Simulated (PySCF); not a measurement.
methane cation (CH₄), SMILES C (connectivity only; charge and spin as stated), charge +1, multiplicity 2. Atoms are numbered in the order given.

```xyz
5

C      0.0000     0.0000     0.0000
H     -0.7468    -0.7468    -0.3748
H      0.7468     0.7468    -0.3748
H     -0.7468     0.7468     0.3748
H      0.7468    -0.7468     0.3748
```
Charge +1, spin multiplicity 2.

Geometry: B3LYP-D3(BJ)/def2-TZVPD. The multiplicity is an assumed one; other spin states were not compared.

Calculation: PySCF 2.14.0 with B3LYP-D3(BJ)/def2-TZVPD.

No scaling factor is applied to the harmonic values.

Modes within 1.5 cm⁻¹ of each other (mostly degenerate sets) share a row, with their intensities summed.

```
mode  ν (cm⁻¹)  IR (km/mol)  moving atoms (share of kinetic energy)
----  --------  -----------  --------------------------------------
1–2        351        652.4                          H 85 %, C 15 %
3         1067         77.0                          H 78 %, C 22 %
4         1298          0.0                                 H 100 %
5         1443          0.0                                 H 100 %
6         2671         87.9                                  H 97 %
7         2800          0.0                                 H 100 %
8–9       2862        646.1                          H 90 %, C 10 %
```
